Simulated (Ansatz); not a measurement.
Conformers of C4H5NO, SMILES `N#CCC1CO1`, each relaxed with PBE0-D4/def2-TZVP in Ansatz. CBS adds the triple-zeta coupled-cluster correction to the MP2 limit.

Not all of them had a frequency check.

Conformer A:

Cartesian coordinates in Å:
```
N 2.960 0.970 -0.582
C 1.815 0.870 -0.568
C 0.366 0.747 -0.529
C -0.099 -0.192 0.556
C -1.340 -0.941 0.405
O -0.078 -1.568 0.243
H -0.060 1.742 -0.367
H 0.013 0.387 -1.499
H 0.248 0.049 1.559
H -1.900 -1.237 1.288
H -1.923 -0.828 -0.507
```

Conformer B:

```xyz
11

N    -0.638   -2.659    1.143
C    -0.118   -1.873    0.485
C     0.529   -0.856   -0.327
C     0.368    0.520    0.272
C    -0.718    1.398   -0.139
O     0.608    1.591   -0.614
H     1.591   -1.102   -0.420
H     0.102   -0.869   -1.333
H     0.789    0.644    1.268
H    -1.432    1.048   -0.881
H    -1.082    2.159    0.546
```

Which is lowest in electronic energy at CCSD(T)/CBS (frozen core, def2 sets), and by how much? (Best estimate.)

Computed: B; A lies 2.8 kJ/mol higher.

Give the energies relative to B (kJ/mol) with ωB97X-V/def2-TZVPP, B2PLYP/def2-TZVPP, PBE/def2-TZVPP, HF/def2-TZVPP, SCS-MP2/def2-TZVPP, CCSD/def2-TZVPP, MP2/def2-QZVPP. (Estimate.)

Computed: 
```csv
level,A
ωB97X-V/def2-TZVPP,2.9
B2PLYP/def2-TZVPP,2.9
PBE/def2-TZVPP,2.6
HF/def2-TZVPP,3.3
SCS-MP2/def2-TZVPP,2.8
CCSD/def2-TZVPP,2.8
MP2/def2-QZVPP,2.8
```
